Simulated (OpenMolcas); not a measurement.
# One shape, several levels: H2S2 (SMILES SS)

We compute a comparison of 6 runs (B3LYP/STO-3G, M06-2X/STO-3G, PBE/STO-3G, PBE0/STO-3G, r2SCAN/STO-3G, MP2/STO-3G) of H2S2. 

Program for the calculation: OpenMolcas 26.06.

3 further runs of the same task are left out: 1 for a known fault of the program, 2 set aside as unsound or not needed.

## 1. The system as given

H2S2: 4 atoms, total charge 0, spin state singlet. As SMILES, `SS`. The S1–H3 distance was set to 1.676 Å, away from the relaxed value.

Bond lengths: S1–S2 2.046 Å, S2–H4 1.341 Å. Angles: S1–S2–H4 98.2°. A long bond or contact: S1–H3 1.676 Å.

## 2. A single-point energy at B3LYP/STO-3G (run 1)

calc.input

```
&GATEWAY
BasLib = $CurrDir
Coord
4
angstrom
S        1.010242      -0.659096      -0.041160
S        0.277002       1.249914      -0.106150
H       -0.206390      -1.349250       0.881770
H       -0.350868       1.172544      -1.288240
Basis = STO-3G
Group = NoSym
&SEWARD
GridInput
Grid=UltraFine
End of Grid
&SCF
KSDFT = B3LYP
Thresholds = 1e-10 1e-07 1e-07 1e-05
PrOrbitals = 1 1
```

The basis set STO-3G is read from a file made from the Basis Set Exchange's data (not shown).

On the command line:

```console
$ export MOLCAS_MEM=1860
$ pymolcas calc.input > calc.log
```

The log of the run:

```text
--- Start Module: gateway ---
[...]
--- Stop Module: gateway /rc=_RC_ALL_IS_WELL_ ---
--- Start Module: seward ---
[...]
      Basis functions           20
--- Stop Module: seward /rc=_RC_ALL_IS_WELL_ ---
--- Start Module: scf ---
[...]
       Convergence after  11 Iterations
[...]
::    Total KS-DFT energy                            -788.6994909233
[...]
      Total spin, S                                     0.0000000000
[...]
      Total electronic charge=   34.000000
      Total            charge=   -0.000000
[...]
      Dipole Moment (debye):
      Origin of the operator (angstrom)=    0.6154    0.2837   -0.0776
                   X= -6.6720E-01               Y= -1.1740E-01               Z= -4.9938E-01           Total=  8.4161E-01
      Quadrupole Moment (debye*angstrom):
[...]
--- Stop Module: scf /rc=_RC_ALL_IS_WELL_ ---
[...]
```

It took 3.9 s on 1 thread of Arm Neoverse V1, shared host; peak memory 0.37 GiB.

## 3. The energy at M06-2X/STO-3G (run 2)

calc.inp

```
&gateway
 baslib=$CurrDir
 coord
 4
 angstrom
 S        1.010242      -0.659096      -0.041160
 S        0.277002       1.249914      -0.106150
 H       -0.206390      -1.349250       0.881770
 H       -0.350868       1.172544      -1.288240
 basis=STO-3G
 group=NoSym

&seward
 gridinput
 Grid=UltraFine
 End of Grid

&scf
 ksdft=M062X
 thresholds=1e-10 1e-07 1e-07 1e-05
 prorbitals=1 1
```

The basis set STO-3G is read from a file made from the Basis Set Exchange's data (not shown).

On the command line:

```console
$ export MOLCAS_MEM=1860
$ pymolcas calc.inp > calc.log
```

The log of the run:

```text
--- Start Module: gateway ---
[...]
--- Stop Module: gateway /rc=_RC_ALL_IS_WELL_ ---
--- Start Module: seward ---
[...]
      Basis functions           20
--- Stop Module: seward /rc=_RC_ALL_IS_WELL_ ---
--- Start Module: scf ---
[...]
       Convergence after  10 Iterations
[...]
::    Total KS-DFT energy                            -788.7153330643
[...]
      Total spin, S                                     0.0000000000
[...]
      Total electronic charge=   34.000000
      Total            charge=   -0.000000
[...]
      Dipole Moment (debye):
      Origin of the operator (angstrom)=    0.6154    0.2837   -0.0776
                   X= -7.2997E-01               Y= -2.0977E-01               Z= -4.5836E-01           Total=  8.8710E-01
      Quadrupole Moment (debye*angstrom):
[...]
--- Stop Module: scf /rc=_RC_ALL_IS_WELL_ ---
[...]
```

Run time: 4.2 s. Hardware: 1 thread of Arm Neoverse V1, shared host; peak memory 0.37 GiB.

Run 3 isn't shown in full; the table further down has it.

## 4. The energy at PBE0/STO-3G (run 4)

calc.inp

```
* H2S2 Kohn-Sham DFT
>>> EXPORT MOLCAS_PRINT=2

&GATEWAY
  BasLib=$CurrDir
  Coord
  4
  angstrom
  S        1.010242      -0.659096      -0.041160
  S        0.277002       1.249914      -0.106150
  H       -0.206390      -1.349250       0.881770
  H       -0.350868       1.172544      -1.288240
  Basis=STO-3G
  Group=NoSym

&SEWARD
  GridInput
  Grid=UltraFine
  End of Grid

&SCF
  KSDFT=PBE0
  Thresholds=1e-10 1e-07 1e-07 1e-05
  PrOrbitals=1 1
```

The basis set STO-3G is read from a file made from the Basis Set Exchange's data (not shown).

On the command line:

```console
$ export MOLCAS_MEM=1860
$ pymolcas calc.inp > calc.log
```

The log of the run:

```text
--- Start Module: gateway ---
[...]
--- Stop Module: gateway /rc=_RC_ALL_IS_WELL_ ---
--- Start Module: seward ---
[...]
      Basis functions           20
--- Stop Module: seward /rc=_RC_ALL_IS_WELL_ ---
--- Start Module: scf ---
[...]
       Convergence after  11 Iterations
[...]
::    Total KS-DFT energy                            -788.4370681982
[...]
      Total spin, S                                     0.0000000000
[...]
      Total electronic charge=   34.000000
      Total            charge=   -0.000000
[...]
      Dipole Moment (debye):
      Origin of the operator (angstrom)=    0.6154    0.2837   -0.0776
                   X= -7.7498E-01               Y= -1.8396E-01               Z= -5.0015E-01           Total=  9.4052E-01
      Quadrupole Moment (debye*angstrom):
[...]
--- Stop Module: scf /rc=_RC_ALL_IS_WELL_ ---
[...]
```

It took 3.9 s on 1 thread of Arm Neoverse V1, shared host; peak memory 0.37 GiB.

Run 5 isn't shown in full; the table further down has it.

## 5. A single-point energy at MP2/STO-3G (run 6)

calc.input

```
* H2S2 MP2
>>> EXPORT MOLCAS_PRINT=2

&gateway
 baslib=$CurrDir
 coord
 4
 angstrom
 S        1.010242      -0.659096      -0.041160
 S        0.277002       1.249914      -0.106150
 H       -0.206390      -1.349250       0.881770
 H       -0.350868       1.172544      -1.288240
 basis=STO-3G
 group=NoSym

&seward

&scf
 thresholds=1e-10 1e-07 1e-07 1e-05
 prorbitals=1 1

&mbpt2
 frozen=10
```

The basis set STO-3G is read from a file made from the Basis Set Exchange's data (not shown).

On the command line:

```console
$ export MOLCAS_MEM=1860
$ pymolcas calc.input > calc.log
```

The log of the run:

```text
--- Start Module: gateway ---
[...]
--- Stop Module: gateway /rc=_RC_ALL_IS_WELL_ ---
[...]
      Basis functions           20
[...]
--- Start Module: scf ---
[...]
       Convergence after  11 Iterations
[...]
::    Total SCF energy                               -787.4398632087
[...]
      Total spin, S                                     0.0000000000
[...]
      Total electronic charge=   34.000000
      Total            charge=   -0.000000
[...]
      Dipole Moment (debye):
      Origin of the operator (angstrom)=    0.6154    0.2837   -0.0776
                   X= -7.5096E-01               Y= -2.5167E-01               Z= -4.4628E-01           Total=  9.0909E-01
      Quadrupole Moment (debye*angstrom):
[...]
--- Stop Module: scf /rc=_RC_ALL_IS_WELL_ ---
--- Start Module: mbpt2 ---
[...]
WARNING!
Default frozen orbitals as non valence orbitals is overwritten by user input.
Default values:  10
[...]
       Reference weight ( Cref**2 )         =        0.96387
::    Total MBPT2 energy                             -787.4990318515
[...]
      Total MBPT2 calculations                           0.04      0.04
--- Stop Module: mbpt2 /rc=_RC_ALL_IS_WELL_ ---
[...]
```

Run time: 1.8 s. Hardware: 1 thread of Arm Neoverse V1, shared host; peak memory 0.37 GiB.

## 6. Overview of the runs

```tsv
run	level	integration grid	frozen core orbitals	energy (Eh)	dipole moment (D) of the reference	HOMO energy (eV)	LUMO energy (eV)	wall time
1	B3LYP/STO-3G	UltraFine	–	-788.699491	0.84	-3.46	3.37	3.9 s
2	M06-2X/STO-3G	UltraFine	–	-788.715333	0.89	-5.06	4.74	4.2 s
3	PBE/STO-3G	UltraFine	–	-788.327383	0.88	-2.15	2.55	3.9 s
4	PBE0/STO-3G	UltraFine	–	-788.437068	0.94	-3.71	3.68	3.9 s
5	r2SCAN/STO-3G	UltraFine	–	-788.666534	0.89	-2.48	2.70	5.1 s
6	MP2/STO-3G	–	10	-787.499032	0.91	-7.22	8.37	1.8 s
```

## 7. Summary of results

| quantity | value |
| --- | --- |
| run 6: total energy | -787.49903 Eh |
| run 6: dipole moment (mean-field density) | 0.91 D |
| run 6: HOMO energy (Hartree–Fock orbitals) | -7.22 eV |
| run 6: LUMO energy (Hartree–Fock orbitals) | 8.37 eV |
| run 6: HOMO–LUMO gap (Hartree–Fock orbitals) | 15.59 eV |
| run 6: correlation energy (10 core orbitals frozen) | -59.2 mEh |

In words: Over runs 1, 2, 3, 4, 5 the dipole moment (its size) runs from 0.84 D (B3LYP/STO-3G) to 0.94 D (PBE0/STO-3G). Over runs 1, 2, 3, 4, 5 the HOMO–LUMO gap runs from 4.70 eV (PBE/STO-3G) to 9.80 eV (M06-2X/STO-3G). Totals of different functionals can't be ranked against each other. In runs 1, 2, 3, 4, 5, 6 the basis is minimal, so the values are rough. All runs together took 23 s, the longest 5.1 s.
